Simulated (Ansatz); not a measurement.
**LiC− (triplet): wave-function methods side by side at distance C1–Li2 = 2.177 Å, 6-31++G****

One table from this session's results is given with a row withheld; the runs are named, their logs left out.

Method: 6-31++G**, core rule «outside noble gas», up to 2 orbitals frozen; program: Ansatz 0.2.0, Gaussian basis.

The runs, in order: UHF; CCSD(T) on ROHF; CCSD(T) on UHF; BCCD(T) on ROHF; CISD; CCSDT(Q) on ROHF; CCSDT(Q) on UHF; CASSCF and MRCISD+Q, 4 electrons in 4 orbitals; CASSCF and NEVPT2, 4 electrons in 4 orbitals; Full CI.

48 further runs of the same task are left out: 34 for a known fault of the program, 12 that didn't finish, 2 set aside as unsound or not needed.

## What is computed

The geometry derives from a PBE0/def2-TZVPD stationary point (not a proven minimum). One bond is set to the value named and the two fragments are kept rigid.

2 atoms, charge -1, spin multiplicity 3.

Atoms are counted from 1 here; the program's logs count them from 0.

Bond lengths: C1–Li2 2.177 Å.

As a file:

| atom | x (Å) | y (Å) | z (Å) |
| --- | --- | --- | --- |
| C1 | 0.0000 | 0.0000 | 0.0000 |
| Li2 | 0.0000 | 0.0000 | 2.1770 |

The first run:

Contents of in.yaml:

```yaml
crystal:
  periodic: [false, false, false]
  atoms:
    - {symbol: C, position_ang: [0.000000, 0.000000, 0.000000]}
    - {symbol: Li, position_ang: [0.000000, 0.000000, 2.177000]}
basis:
  gaussian: {orbitals: "6-31++G**"}
total_charge: -1
magnetization: {spin_polarized: true, initial_magnetization: 2}
hamiltonian: {xc: hf}
output: {orbitals: {seedname: orbitals}}
```

Command:

```
$ ansatz run in.yaml --threads 1 --pin off --events-out ev --progress --plain --max-ram 2393MiB
```

Steps of the session up to this table: UHF; CCSD(T) on ROHF; CCSD(T) on UHF; BCCD(T) on ROHF; CISD; CCSDT(Q) on ROHF; CCSDT(Q) on UHF; CASSCF and MRCISD+Q, 4 electrons in 4 orbitals; CASSCF and NEVPT2, 4 electrons in 4 orbitals; Full CI.

One of the session's tables, all rows but one given; the rest of the session is left out.

| method | from FCI (kJ/mol) |
| --- | --- |
| UHF | +244.9 |
| RMP2 | +163.7 |
| UMP2 | +52.5 |
| CISD | +125.2 |
| RCCSD | +13.0 |
| UCCSD | +9.0 |
| RCCSD(T) | +4.4 |
| UCCSD(T) | +2.4 |
| BCCD(T) | +2.6 |
| RCCSDT | +1.1 |
| UCCSDT | +0.4 |
| RCCSDT(Q) | +0.1 |
| UCCSDT(Q) | 0.0 |
| CASSCF pair | ? |
| NEVPT2 pair | +56.8 |
| MRCISD pair | +13.9 |
| MRCISD+Q pair | +1.3 |
| FCI | 0 |

Estimate the missing values for CASSCF pair.

**Answer.** from FCI (kJ/mol): +248.7. In the column «from FCI (kJ/mol)» it is the highest.

Left out of the table: ROHF (another determinant or state than the rows shown).

Limits of these values: The determinant is far from a pure spin state, so its energy mixes those of several spin states (harmless only where they are near-degenerate, as at dissociation). The program flags RCCSDT(Q) as in doubt, so those rows may rest on another solution; read them beside their warnings. Levels on UHF freeze UHF's core orbitals, full CI those of ROHF, so the U rows can settle a little off it for that reason alone. Restricted and unrestricted rows rest on different reference determinants; where their highest levels disagree by more than a few hundredths of an eV, they describe different states and don't form one ladder.
